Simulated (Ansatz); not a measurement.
System: trigonal Se. Method: PBE0-D3(BJ) (plane waves, PAW; Ansatz, an electronic-structure program).

Settings: plane-wave cutoff 460 eV, 9×9×6 k mesh (along the axes of the cell as run), Fermi–Dirac smearing 0.01 eV, scalar-relativistic PAW data made under PBE.

Cell (relaxed at this level):

```cif
data_Se3
_chemical_formula_sum 'Se3'
_space_group_name_H-M_alt 'P 1'
_space_group_IT_number 1
_cell_length_a 4.23187
_cell_length_b 4.23187
_cell_length_c 4.95576
_cell_angle_alpha 90.000
_cell_angle_beta 90.000
_cell_angle_gamma 120.000
loop_
_space_group_symop_operation_xyz
  'x, y, z'
loop_
_atom_site_label
_atom_site_type_symbol
_atom_site_fract_x
_atom_site_fract_y
_atom_site_fract_z
_atom_site_occupancy
Se1 Se 0.00000 0.23110 0.66667 1
Se2 Se 0.76890 0.76890 0.00000 1
Se3 Se 0.23110 0.00000 0.33333 1
```

Question: Give the computed band gap, smallest direct gap on the k points sampled and direct gap at Γ.

Answer: 
- band gap = 2.25 eV (indirect)
- smallest direct gap on the k points sampled = 2.48 eV
- direct gap at Γ = 4.01 eV

Spin–orbit coupling is not included.

Static lattice: no zero-point or thermal effects.
